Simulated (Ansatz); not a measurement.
# C2H4Cl: the cost of one run

The runs use Ansatz 0.2.0, Gaussian basis; wB97X-V/cc-pVDZ.

3 further runs of the same task are left out: 3 that didn't finish.

## (1) Starting geometry

The start, displaced at random: SMILES `C[CH+]Cl`, 7 atoms, charge 1, spin multiplicity 1.

Atoms are counted from 1 here; the program's logs count them from 0.

Bond lengths: C1–C2 1.532 Å, C1–H4 1.145 Å, C1–H5 1.100 Å, C1–H6 0.933 Å, C2–Cl3 1.598 Å, C2–H7 1.256 Å. Angles: C2–C1–H4 93.4°, C2–C1–H5 109.4°, C2–C1–H6 118.6°, H4–C1–H5 93.0°, H4–C1–H6 119.4°, H5–C1–H6 118.0°, C1–C2–Cl3 118.5°, C1–C2–H7 116.8°, Cl3–C2–H7 123.1°.

As a file:

```csv
atom,x (Å),y (Å),z (Å)
C1,-0.5005,0.5886,0.0997
C2,0.6578,-0.3894,-0.1209
Cl3,1.5488,-0.8121,1.1368
H4,-1.2586,-0.0808,-0.4367
H5,-0.5039,1.3370,-0.7058
H6,-0.6804,0.8788,0.9683
H7,0.6777,-1.0066,-1.2143
```

## (2) The relaxation

The input, run/in.yaml:

```yaml
crystal:
  periodic: [false, false, false]
  atoms:
    - {symbol: C, position_ang: [-0.500457, 0.588594, 0.099723]}
    - {symbol: C, position_ang: [0.657755, -0.389386, -0.120885]}
    - {symbol: Cl, position_ang: [1.548794, -0.812069, 1.136833]}
    - {symbol: H, position_ang: [-1.258636, -0.080802, -0.436742]}
    - {symbol: H, position_ang: [-0.503853, 1.337047, -0.705806]}
    - {symbol: H, position_ang: [-0.680385, 0.878798, 0.968288]}
    - {symbol: H, position_ang: [0.677690, -1.006551, -1.214272]}
basis:
  gaussian: {orbitals: cc-pVDZ}
total_charge: 1
hamiltonian: {xc: {name: wB97X-V}}
relax: {f_tol: 0.01, max_steps: 80, max_displacement: 0.05}
```

Command:

```
$ ansatz run in.yaml --threads 2 --pin off --events-out ev --progress --plain --max-ram 3481MiB
```

Q: Estimate wall time and peak memory on 2 threads of Intel Xeon at 2.50GHz, shared host.

About 2.2 min, with a peak of 0.18 GiB.
